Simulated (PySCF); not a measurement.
## PN: energy against distance

Set-up: P def2-TZVPP, N def2-TZVPP; no relativity (PySCF 2.14). Energies in eV from P + N in their ground configurations at the same level. State: ¹Σ⁺ (singlet), closed shell.

All columns are HSE06. A positive dipole means P(−)N(+).

```csv
R (Å),E (eV),μ (D),Mulliken charge on P (basis-dependent),HOMO (eV),LUMO (eV),Mayer bond order,⟨S²⟩
1.274,-3.696,-2.95,0.14,-8.45,-1.89,2.92,0.00
1.334,-4.948,-2.92,0.18,-8.60,-2.12,2.91,0.00
1.393,-5.645,-2.90,0.21,-8.72,-2.35,2.89,0.00
1.438,-5.893,-2.87,0.24,-8.79,-2.53,2.89,0.00
1.482,-5.961,-2.85,0.26,-8.84,-2.71,2.88,0.00
1.526,-5.888,-2.83,0.27,-8.88,-2.89,2.88,0.00
1.586,-5.626,-2.80,0.28,-8.72,-3.12,2.88,0.00
1.660,-5.111,-2.77,0.29,-8.48,-3.40,2.88,0.00
1.749,-4.326,-2.74,0.27,-8.23,-3.72,2.90,0.00
1.867,-3.151,-2.70,0.25,-7.94,-4.11,2.92,0.00
```

A fit through these points gives, at Re = 1.479 Å, μ = -2.85 D and dμ/dR = 0.484 D/Å; the reduced mass is 9.643 u.

Problem. How strong is the fundamental in the double-harmonic approximation, I = 42.26·(dμ/dR)²/μred km/mol?

Solution. I = 42.26·(0.484)²/9.643 = 1.03 km/mol at HSE06.
